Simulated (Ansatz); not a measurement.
Energy needed to pull apart C2H4Si (SMILES C=[Si]=C), closed shell, into free ground-state atoms, from the structure below (displaced at random from a GFN2-xTB minimum); no zero-point or spin–orbit terms; open-shell atoms are treated unrestricted, in their ground-state multiplicity.

```json
{"atom": "C1", "x (Å)": "-1.3763", "y (Å)": "0.4003", "z (Å)": "-1.0118"}
{"atom": "Si2", "x (Å)": "0.0536", "y (Å)": "0.0608", "z (Å)": "-0.0135"}
{"atom": "C3", "x (Å)": "1.5284", "y (Å)": "-0.4187", "z (Å)": "1.0003"}
{"atom": "H4", "x (Å)": "-2.4579", "y (Å)": "-0.0812", "z (Å)": "-0.9341"}
{"atom": "H5", "x (Å)": "-1.5257", "y (Å)": "1.4690", "z (Å)": "-1.5173"}
{"atom": "H6", "x (Å)": "2.1352", "y (Å)": "-1.0139", "z (Å)": "0.4775"}
{"atom": "H7", "x (Å)": "1.6168", "y (Å)": "-0.1526", "z (Å)": "1.9973"}
```

Computed with Ansatz 0.2.0 (basis: def2-TZVPP); correlated methods freeze the cores.

```json
{"method": "SPW92", "atomization energy (kcal/mol)": "650.2"}
{"method": "PBE-D4", "atomization energy (kcal/mol)": "580.6"}
{"method": "r2SCAN-D4", "atomization energy (kcal/mol)": "?"}
{"method": "PBE0-D4", "atomization energy (kcal/mol)": "563.9"}
{"method": "r2SCAN0-D4", "atomization energy (kcal/mol)": "552.7"}
{"method": "wB97M-V", "atomization energy (kcal/mol)": "562.3"}
{"method": "HF", "atomization energy (kcal/mol)": "?"}
{"method": "MP2", "atomization energy (kcal/mol)": "554.5"}
{"method": "CCSD", "atomization energy (kcal/mol)": "535.3"}
{"method": "CCSD(T)", "atomization energy (kcal/mol)": "548.7"}
```

Task: What does r2SCAN-D4 give? (To be estimated.)

Result: The calculation gives: 566.2 kcal/mol, which is about 17.5 kcal/mol more than CCSD(T)/def2-TZVPP.

Task: What does HF give? (Judge from chemistry; the value comes from the calculation.)

Result: By the calculation: 385.6 kcal/mol, which is about 163.1 kcal/mol less than CCSD(T)/def2-TZVPP.

In triple zeta the MP2 and coupled-cluster atomization energies are still short of their basis limit by a few kcal/mol a bond, whereas those of the functionals are nearly converged, so these differences are not deviations from converged CCSD(T).

The T1 diagnostic stays at or below 0.021. The restricted Hartree–Fock reference is unstable towards an unrestricted one here.

For scale, one of the runs: CCSD(T)/def2-TZVPP forces, 160 basis functions (an equivalent command: `ansatz run in.yaml --threads 4`). Time: 47 s of wall clock on 4 CPU threads; the host was shared. Peak host memory: 2.2 GiB.
